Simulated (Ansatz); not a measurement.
# BH4: the cost of one run

All numbers below are computed with Ansatz 0.2.0 (UKS revPBE/def2-SVP).

**1. Starting point**

Bond lengths: B1–H3 1.190 Å, B1–H4 1.190 Å. Angles: H3–B1–H4 120.0°.

Coordinates:

```xyz
5

B     0.0000    0.0000    0.0000
H     0.0000    0.0000    1.4400
H     1.0305    0.0000   -0.5950
H    -1.0305    0.0000   -0.5950
H     0.0000    0.0000    2.4000
```

**2. A restrained relaxation towards end A**

Springs on the bonds that form and break draw the guess towards this end; the thresholds are loose.

Input file input.yaml:

```yaml
crystal:
  periodic: [false, false, false]
  atoms:
    - { symbol: B, position_ang: [0.0, 0.0, 0.0] }
    - { symbol: H, position_ang: [0.0, 0.0, 1.44] }
    - { symbol: H, position_ang: [1.0305, 0.0, -0.595] }
    - { symbol: H, position_ang: [-1.0305, 0.0, -0.595] }
    - { symbol: H, position_ang: [0.0, 0.0, 2.4] }
magnetization:
  spin_polarized: true
  initial_magnetization: 1
basis:
  gaussian: { orbitals: def2-SVP }
hamiltonian:
  xc: revpbe
relax:
  f_tol: 0.15
  max_steps: 25
  restrain:
    - { distance: [1, 4], at: 1.86, k: 30.0 }
    - { distance: [0, 1], at: 1.19, k: 30.0 }
output:
  orbitals: {}
```

Started as:

```
ansatz run input.yaml --threads 1 --pin off --max-ram 2048MiB --backend cpu --events-out ev --progress --plain --runs-dir out
```

Q: Estimate wall time and peak memory on 1 thread of AMD EPYC 7R43 (Zen 3), shared host.

About 3.4 s, with a peak of 0.11 GiB.
